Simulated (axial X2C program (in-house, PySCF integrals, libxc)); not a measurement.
**Low determinants of B₂ at the PBE0 level, scalar-relativistic**

Calculated with an axial X2C code built on PySCF integrals. Spin-free means the one-electron spin-free X2C Hamiltonian. Basis: B dyall-v3z [7s6p2d1f] (cores contracted in-house); Gaussian nuclei, density fitting, unrestricted open shells. Masses: B 11.009 u.

Search at 1.517 Å (vertical energies from the lowest determinant):

| ΔE (eV) | state | electrons beyond evenly filled partner blocks | electrons in σ, π, δ, φ |
| --- | --- | --- | --- |
| 0.00 | M_S = 2, Λ = 0 | 2 × σα, π+α, π-α | 8 2 0 0 |
| 0.61 | M_S = 1, Λ = 0 | π+α, π-α | 8 2 0 0 |
| 1.29 | M_S = 1, Λ = 1 | σα, π+α | 9 1 0 0 |
| 1.44 | M_S = 0, Λ = 1 | σα, π+β | 9 1 0 0 |
| 1.55 | M_S = 1, Λ = 2 | 2 × σα, π+α, π+β | 8 2 0 0 |
| 1.55 | M_S = 1, Λ = 0 | 2 × σα, π+α, π-β | 8 2 0 0 |
| 2.19 | M_S = 1, Λ = 1 | σα, π+α, π+β, π-α | 7 3 0 0 |

Lowest determinant, M_S = 2, Λ = 0 (beyond evenly filled blocks: 2 × σα, π+α, π-α): Re = 1.517 Å, ωe = 1293.4 cm⁻¹.

The determinant in row 2 of the search, M_S = 1, Λ = 0 (beyond evenly filled blocks: π+α, π-α), was followed along the bond at PBE0; measured from the minimum of the lowest determinant it gives:

Te = 0.490 eV (3951 cm⁻¹), Re = 1.614 Å, ωe = 1017.4 cm⁻¹.

Question: Compare the bond of the determinant in row 2 with that of the lowest one.

Answer: At PBE0 its Re is 0.097 Å longer and its force constant, which goes as ωe², is 0.62 times that of the lowest determinant. T0 ≈ Te + Δωe/2 = 3951 + (-138) = 3813 cm⁻¹.

The search compares states at one distance, so a state with another bond length can lie lower; it is not exhaustive and yields mostly the lowest determinant of each block pattern, so other components and higher states of one pattern are missing. These are energies of single determinants, not of spin-adapted states; PBE0 term energies can be off by some tenths of an eV, and the functional has no current term. The lowest determinant need not be the ground state where others lie within half an eV.
